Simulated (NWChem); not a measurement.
**C2H2S (ethenethione): PBE/def2-TZVP**

What is the energy change on altering one bond length of C2H2S (ethenethione) at PBE/def2-TZVP? 

The results are computed with NWChem 7.3.0.

## (1) The molecule

C2H2S has 5 atoms, charge 0, and is taken as a singlet. As SMILES, `C=C=S`. The shape is that of a PBE0-D4/def2-TZVP optimisation.

Bond lengths: C1–C2 1.303 Å, C2–S3 1.551 Å, C1–H4 1.084 Å, C1–H5 1.084 Å. Angles: C1–C2–S3 180.0°, C2–C1–H4 120.5°, C2–C1–H5 120.5°, H4–C1–H5 118.9°.

## (2) Energy and forces at PBE/def2-TZVP

The input, calc.xyz:

```xyz
5
C2H2S PBE
C      0.548210    -0.249340     0.104130
C     -0.620590     0.282310    -0.117960
S     -2.011740     0.915010    -0.382210
H      1.399960     0.016540    -0.510810
H      0.684170    -0.964520     0.906870
```

The input, calc.nw:

```
start calc
title "C2H2S PBE"
memory 2200 mb
geometry units angstrom noautosym nocenter noautoz
 load format xyz calc.xyz
end
basis spherical bse
 * library def2-TZVP
end
dft
 xc xpbe96 cpbe96
 mult 1
 grid fine
 convergence energy 1e-08
 iterations 100
 mulliken
 noprint "final vectors analysis"
end
task dft gradient
```

Started as:

```console
$ nwchem calc.nw > calc.out
```

Output, shortened:

```text
[...]
          Wavefunction type:  closed shell.
          No. of atoms     :     5
          No. of electrons :    30
[...]
          Charge           :     0
          Spin multiplicity:     1
[...]
          AO basis - number of functions:   111
[...]
              XC Information
              --------------
          PerdewBurkeErnzerhof Exchange Functional  1.000
            Perdew 1991 LDA Correlation Functional  1.000 local
           PerdewBurkeErnz. Correlation Functional  1.000 non-local
[...]
 d= 0,ls=0.0,diis     1   -475.2779121249 -5.54D+02  7.36D-03  9.12D-01     2.6
[...]
 d= 0,ls=0.0,diis    12   -475.3276034077 -1.42D-09  8.05D-08  1.07D-10    25.2
         Total DFT energy =     -475.327603407699
      One electron energy =     -810.231500612653
           Coulomb energy =      292.684345110049
    Exchange-Corr. energy =      -36.953886308936
 Nuclear repulsion energy =       79.173438403842
[...]
      Total Density - Mulliken Population Analysis
     ---------------------------------------------
    Atom       Charge   Shell Charges
 -----------   ------   -------------------------------------------------------
    1 C    6     6.27   0.85  1.12  0.52  0.59  0.09  1.37  1.23  0.47  0.01  0.02  0.00
    2 C    6     5.94   0.86  1.11  0.60  0.55  0.05  1.24  1.12  0.31  0.02  0.08  0.01
    3 S   16    16.10   2.01  0.47  1.48  1.14  0.71  4.19  1.66  0.95  2.30  1.07  0.04  0.07  0.01
    4 H    1     0.84   0.27  0.46  0.09  0.02
    5 H    1     0.84   0.27  0.46  0.09  0.02
[...]
  wavefunction    = closed shell
                         DFT ENERGY GRADIENTS
    atom               coordinates                        gradient
                 x          y          z           x          y          z
   1 C       1.035967  -0.471184   0.196777   -0.005818   0.002652  -0.001115
   2 C      -1.172745   0.533489  -0.222912    0.001002  -0.000455   0.000190
   3 S      -3.801637   1.729118  -0.722272    0.010862  -0.004942   0.002065
   4 H       2.645541   0.031256  -0.965291   -0.004524  -0.000685   0.002402
   5 H       1.292894  -1.822679   1.713736   -0.001522   0.003430  -0.003543
[...]
```

Wall time 33 s (1 thread of Intel Xeon 6975P-C (Granite Rapids), shared host); peak memory 0.14 GiB.

## (3) The distorted shape: the energy at PBE/def2-TZVP

The input, m1.nw:

```
start m1
memory 2200 mb

geometry units atomic noautosym nocenter noautoz
  C   0.90750696  0.20454018 -0.56167763
  C  -1.30120494  1.20921307 -0.98136690
  S  -3.93009744  2.40484279 -1.48072703
  H   2.51708118  0.70698056 -1.72374581
  H   1.29289392 -1.82267864  1.71373593
end

basis spherical bse
  * library def2-TZVP
end

dft
  xc xpbe96 cpbe96
  grid fine
  convergence energy 1e-08
  iterations 100
  mulliken
  print medium
end

task dft
```

Started as:

```console
$ nwchem m1.nw > m1.out
```

Output, shortened:

```text
[...]
          Wavefunction type:  closed shell.
          No. of atoms     :     5
          No. of electrons :    30
[...]
          Charge           :     0
          Spin multiplicity:     1
[...]
          AO basis - number of functions:   111
[...]
              XC Information
              --------------
          PerdewBurkeErnzerhof Exchange Functional  1.000
            Perdew 1991 LDA Correlation Functional  1.000 local
           PerdewBurkeErnz. Correlation Functional  1.000 non-local
[...]
 d= 0,ls=0.0,diis     1   -475.2023993914 -5.53D+02  8.30D-03  8.86D-01     2.6
[...]
 d= 0,ls=0.0,diis    13   -475.2549155797 -8.15D-10  8.05D-08  1.50D-10    26.4
         Total DFT energy =     -475.254915579742
      One electron energy =     -807.113814697849
           Coulomb energy =      291.075773726047
    Exchange-Corr. energy =      -36.823741598656
 Nuclear repulsion energy =       77.606866990716
[...]
      Total Density - Mulliken Population Analysis
     ---------------------------------------------
    Atom       Charge   Shell Charges
 -----------   ------   -------------------------------------------------------
    1 C    6     6.27   0.85  1.12  0.52  0.60  0.13  1.27  1.23  0.51  0.01  0.02  0.00
    2 C    6     5.95   0.86  1.11  0.59  0.55  0.05  1.25  1.13  0.30  0.02  0.08  0.01
    3 S   16    16.09   2.01  0.47  1.48  1.14  0.71  4.19  1.66  0.95  2.29  1.06  0.04  0.08  0.01
    4 H    1     0.84   0.26  0.46  0.09  0.02
    5 H    1     0.86   0.17  0.44  0.24  0.01
[...]
```

Run time: 27 s. Hardware: 1 thread of Intel Xeon 6975P-C (Granite Rapids), shared host; peak memory 0.12 GiB.

## (4) Results

At PBE/def2-TZVP:

```
                                                         quantity          value
                                        first shape: total energy  -475.32760 Eh
                                       first shape: dipole moment         0.96 D
                            first shape: largest force on an atom     0.623 eV/Å
                                    distorted shape: total energy  -475.25492 Eh
                                   distorted shape: dipole moment         0.93 D
                                     distorted shape: HOMO energy       -5.54 eV
                                     distorted shape: LUMO energy       -3.72 eV
                                   distorted shape: HOMO–LUMO gap        1.82 eV
energy change with the C1–H5 bond stretched from 1.084 to 1.625 Å       1.978 eV
```

**Reading.** One bond (distorted shape) is far stretched, which a spin-restricted single reference describes badly; a broken-symmetry solution may lie lower. With the C1–H5 bond stretched from 1.084 to 1.625 Å the energy rises by 1.98 eV (46 kcal/mol). The first shape isn't relaxed at this level, so the change isn't measured from a minimum. A restricted reference can't describe the breaking bond well at this length. The largest force (first shape) is 0.62 eV/Å: the shape isn't a stationary point for this species at this level. Mulliken charges (first shape) run from -0.27 on C1 to +0.16 on H4. Mulliken charges (distorted shape) run from -0.27 on C1 to +0.16 on H4.
